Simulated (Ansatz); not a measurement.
C6H6 can be A, `C1=CC2C3C1C23`, or B, `C=C1C=CC1=C`.

Computed with Ansatz on PBE0-D4/def2-TZVP structures; ΔE is electronic, products minus reactants. CCSD(T)/CBS adds triple-zeta CCSD(T) − MP2 to the extrapolated MP2 energy (def2 sets, frozen cores). DFT in def2-TZVPP. B3LYP here is the variant with VWN-RPA as its local correlation; programs differ in this.

A:

Z-matrix (Å, degrees):
```
C
C 1 1.500
C 1 1.516 2 108.7
C 1 1.516 2 108.7 3 60.1
H 1 1.083 2 123.7 3 -149.9
C 2 1.331 1 105.5 3 -30.1
H 2 1.080 1 125.6 3 149.9
C 3 1.516 1 89.5 2 42.8
H 3 1.080 1 135.2 2 -133.6
H 4 1.080 1 135.2 2 133.6
H 6 1.080 2 128.9 1 -180.0
H 8 1.083 3 120.2 1 166.0
```

B:

```xyz
12

C     0.841    1.597   -0.735
C     0.159    0.474   -0.562
C    -0.649   -0.438   -1.390
C    -0.911   -1.263   -0.348
C    -0.130   -0.442    0.595
C     0.187   -0.476    1.881
H     0.899    2.078   -1.704
H     1.362    2.066    0.091
H    -0.926   -0.441   -2.436
H    -1.476   -2.179   -0.240
H    -0.160   -1.273    2.527
H     0.804    0.297    2.323
```

(1) Which is lower in electronic energy at CCSD(T)/CBS, and by how much? (An estimate is asked.)

(2) Give E(B) − E(A) in kcal/mol with CCSD(T)/def2-SVP, PBE-D4, B3LYP-D4, B3LYP, HF/def2-TZVPP, r2SCAN-D4, BLYP-D4. (An estimate is asked.)

(3) Does the order hold for the free energy at 298.15 K (harmonic terms from PBE0-D4)? (Estimate.)

Largest T1 diagnostic: 0.013.

Results:

(1) The calculation gave: B, by 10.8 kcal/mol.

(2) Ansatz gave: CCSD(T)/def2-SVP -8.8, PBE-D4 -10.5, B3LYP-D4 -17.9, B3LYP -18.3, HF/def2-TZVPP -18.6, r2SCAN-D4 -10.3, BLYP-D4 -22.3. None reverses the order clearly.

(3) Computed: Yes: G(B) − G(A) = -12.9 kcal/mol.

At CCSD(T), def2-SVP lies +2.1 kcal/mol from the extrapolated value and def2-TZVPP −0.0 kcal/mol. Leaving LDA and LC-ωPBE aside and taking each functional with its dispersion term where it has one, the values, not all of them listed here, spread over 19.0 kcal/mol, from BLYP-D4 to PBE-QIDH. LDA lies +8.5 kcal/mol from PBE without D4.
